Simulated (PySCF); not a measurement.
CS, SMILES [C-]#[S+]. Coordinates come from a B3LYP-D3(BJ)/def2-TZVPD optimisation.

Computed equilibrium geometry at B3LYP-D3(BJ)/def2-TZVPD (PySCF confirms it by a frequency run) as Cartesian coordinates in Å, and its point group:
point group C∞v.
```xyz
2

C      0.0000     0.0000    -1.1142
S      0.0000     0.0000     0.4178
```
